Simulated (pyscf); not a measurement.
Structures and frequencies: ωB97X-D3(BJ)/def2-SVP in PySCF.

Q: PBE/def2-TZVP puts the barrier of •H₂C–C(=CH₂)–NH₂ → •H₂C–C(CH₃)=NH (hydrogen shift; doublet surface; H–N broken, C–H formed) at 48.6 kcal/mol and the reaction energy at +0.1 kcal/mol, from the reactant's lowest minimum found. What do B3LYP-D3(BJ)/def2-TZVP, PBE0-D3(BJ)/def2-TZVP, ωB97M-D3(BJ)/def2-TZVP give on the same structures?

A: B3LYP-D3(BJ): ΔE‡ = 54.5 kcal/mol, ΔE = -0.3 kcal/mol; PBE0-D3(BJ): ΔE‡ = 53.1 kcal/mol, ΔE = 0.0 kcal/mol; ωB97M-D3(BJ): ΔE‡ = 54.8 kcal/mol, ΔE = -0.9 kcal/mol. PBE's barrier lies under all of them, by 4.5 to 6.2 kcal/mol. Its reaction energy matches one of them and lies within 0.9 kcal/mol of the others. Low barriers are usual for a GGA, whose delocalisation error favours stretched bonds. From the product side, H₂C=C=NH + CH₃• lies, by one bond made or cut, 13.5 kcal/mol under this saddle at ωB97M-D3(BJ). This is the saddle that the search found; another between the same sides may lie lower.
